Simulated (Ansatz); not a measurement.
# AlH₂O− (SMILES [O-][AlH2]): single points off equilibrium

The task here is to estimate one member of a computed series from the others.

Computed with Ansatz 0.2.0, Gaussian basis. Level: single points in def2-TZVPPD.

Cores are frozen in the correlated methods. B3LYP uses VWN-RPA correlation.

**The starting structure**

SMILES `[O-][AlH2]`, 4 atoms, charge -1, spin multiplicity 1.

Atoms are counted from 1 here; the program's logs count them from 0.

Bond lengths: O1–Al2 1.698 Å, Al2–H3 1.687 Å, Al2–H4 1.679 Å. Angles: O1–Al2–H3 134.6°, O1–Al2–H4 129.9°, H3–Al2–H4 95.2°.

Geometry (Å):

```tsv
atom	x (Å)	y (Å)	z (Å)
O1	0.0745	-0.9399	1.5757
Al2	-0.0051	-0.1138	0.0948
H3	-1.0346	-0.1736	-1.2406
H4	0.8772	1.2066	-0.4512
```

The first run:

Input file run/in.yaml:

```yaml
crystal:
  periodic: [false, false, false]
  atoms:
    - {symbol: O, position_ang: [0.074500, -0.939900, 1.575700]}
    - {symbol: Al, position_ang: [-0.005100, -0.113800, 0.094800]}
    - {symbol: H, position_ang: [-1.034600, -0.173600, -1.240600]}
    - {symbol: H, position_ang: [0.877200, 1.206600, -0.451200]}
basis:
  gaussian: {orbitals: "def2-TZVPPD.json"}
total_charge: -1
correlation: {method: ccsd_t}
output: {forces: true}
```

The basis file named in the input lies beside it (Basis Set Exchange, JSON).

The command line of these runs was not kept.

Steps of the session up to this table: CCSD(T)/def2-TZVPPD; PBE0-D4/def2-TZVPPD; wB97M-V/def2-TZVPPD; r2SCAN-D4/def2-TZVPPD; PBE-D4/def2-TZVPPD; B3LYP-D4/def2-TZVPPD; BLYP-D4/def2-TZVPPD.

One table of the session follows, with a row left open; its other results are not shown here.

| method | RMS force component (eV/Å) | angle to CCSD(T) forces (°) |
| --- | --- | --- |
| CCSD(T) | 0.517 | reference |
| PBE0-D4 | 0.668 | 14.2 |
| wB97M-V | 0.676 | 10.3 |
| r2SCAN-D4 | 0.601 | 9.7 |
| PBE-D4 | 0.430 | 7.3 |
| B3LYP-D4 | 0.622 | 8.5 |
| BLYP-D4 | ? | ? |

**Question.** Estimate the row for BLYP-D4.

The run gave: RMS force component (eV/Å): 0.425; angle to CCSD(T) forces (°): 7.0. In the column «RMS force component (eV/Å)» it is the lowest.
